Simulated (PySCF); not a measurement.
# How the functional moves excitation energies

Species: C3H5NO.
SMILES: `C/N=C/C=O`

Linear-response calculations in the def2-SVPD basis (PySCF; singlets by full response, triplets Tamm–Dancoff, core orbitals frozen in the response; HF means time-dependent Hartree–Fock). 'Strongest' is the level of largest summed f among the singlets computed (10 roots, of which the last may lack a degenerate partner); it can jump between rows when another state enters that window. S1 is the lowest singlet of each run and needn't be the same state throughout; f(S1) is that of one state. Isolated species at its PBE0-D3(BJ)/def2-SVP geometry (one conformer only).

| functional | kind | S1 (eV) | f(S1) | strongest (eV) | T1 (eV) | HOMO (eV) | gap (eV) | ionisation energy, ΔSCF (eV) |
| --- | --- | --- | --- | --- | --- | --- | --- | --- |
| LDA | LDA | 2.85 | 0.000 | 5.90 | 2.40 | -6.22 | 2.60 | 9.54 |
| PBE | GGA | 2.95 | 0.000 | 5.96 | 2.44 | -6.11 | 2.74 | 9.40 |
| B3LYP | global hybrid, 20% exact exchange | 3.38 | 0.000 | 6.39 | 2.82 | -7.48 | 4.94 | 9.91 |
| PBE0 | global hybrid, 25% exact exchange | 3.41 | 0.000 | 6.51 | 2.81 | -7.70 | 5.40 | 9.92 |
| BHandHLYP | global hybrid, 50% exact exchange | 3.80 | 0.000 | 6.87 | 3.19 | -9.26 | 8.16 | 10.38 |
| CAM-B3LYP | range-separated hybrid | 3.58 | 0.000 | 6.72 | 3.00 | -9.19 | 8.08 | 10.22 |
| wB97X-D | range-separated hybrid | 3.57 | 0.000 | 6.73 | 3.02 | -9.64 | 9.18 | 10.13 |
| LC-wPBE | range-separated hybrid | 3.65 | 0.000 | 7.03 | 3.01 | -10.47 | 10.56 | 10.45 |
| HF | Hartree–Fock | 4.34 | 0.000 | 7.25 | 3.52 | -11.67 | 13.55 | not settled |

S1 runs from 2.85 eV (LDA) to 4.34 eV (HF), a spread of 1.50 eV, while the orbital gap spreads over 10.9 eV. Along PBE (0%), B3LYP (20%), PBE0 (25%), BHandHLYP (50%), HF (100%) S1 rises with the share of exact exchange. −ε(HOMO) comes closest to its own ΔSCF ionisation energy with LC-wPBE (+0.03 eV) and misses most with LDA (-3.32 eV). 'Not settled' means that the ion's SCF failed to converge or may have ended in another state than the lowest.
